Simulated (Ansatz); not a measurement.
# BSiO (doublet): the correlation ladder, cc-pVDZ

An exercise on one series of results from a longer session: the logs are not shown, and one member is left open.

Method: cc-pVDZ, core rule «outside noble gas», up to 7 orbitals frozen; program: Ansatz 0.2.0, Gaussian basis.

Plan: UHF; CCSD(T) on ROHF; CCSD(T) on UHF; BCCD(T) on ROHF; CISD; CCSDT(Q) on ROHF; CCSDT(Q) on UHF.

29 further runs of the same task are left out: 6 for a known fault of the program, 8 that didn't finish, 15 set aside as unsound or not needed.

## What is computed

The geometry is a PBE0/def2-TZVP stationary point (not a proven minimum).

3 atoms, charge 0, spin multiplicity 2.

Atoms are counted from 1 here; the program's logs count them from 0.

Bond lengths: B1–O2 1.292 Å, O2–Si3 1.680 Å. Angles: B1–O2–Si3 180.0°.

The first run:

The input, in.yaml:

```yaml
crystal:
  periodic: [false, false, false]
  atoms:
    - {symbol: B, position_ang: [0.000000, 0.000000, -1.421400]}
    - {symbol: O, position_ang: [0.000000, 0.000000, -0.129200]}
    - {symbol: Si, position_ang: [0.000000, 0.000000, 1.550600]}
basis:
  gaussian: {orbitals: cc-pVDZ}
magnetization: {spin_polarized: true, initial_magnetization: 1}
hamiltonian: {xc: hf}
output: {orbitals: {seedname: orbitals}}
```

Launch:

```
$ ansatz run in.yaml --threads 1 --pin off --events-out ev --progress --plain --max-ram 2393MiB
```

Among the steps run: UHF; CCSD(T) on ROHF; CCSD(T) on UHF; BCCD(T) on ROHF; CISD; CCSDT(Q) on ROHF; CCSDT(Q) on UHF.

One of the session's tables, all rows but one given; the rest of the session is left out.

| method | from UCCSDT(Q) (meV) |
| --- | --- |
| ROHF | +9293.2 |
| UHF | +9170.5 |
| RMP2 | ? |
| UMP2 | +1151.5 |
| CISD | +1252.3 |
| RCCSD | +331.1 |
| UCCSD | +328.1 |
| RCCSD(T) | +50.9 |
| UCCSD(T) | +51.1 |
| BCCD(T) | +44.7 |
| RCCSDT | +28.7 |
| UCCSDT | +28.6 |
| RCCSDT(Q) | +3.2 |
| UCCSDT(Q) | 0 |

Q: Estimate the row for RMP2 from the others.

**Answer.** from UCCSDT(Q) (meV): +1140.5. In the column «from UCCSDT(Q) (meV)» it lies between RCCSD (+331.1) and UMP2 (+1151.5).

With the free atoms at the same levels and basis (separate runs), the atomisation energy is 9.866 eV at UCCSDT(Q), 9.844 eV at RCCSD(T), 9.841 eV at UCCSD(T), 7.508 eV at ROHF.

To keep in mind: Restricted and unrestricted rows rest on different reference determinants; where their highest levels disagree by more than a few hundredths of an eV, they describe different states and don't form one ladder.
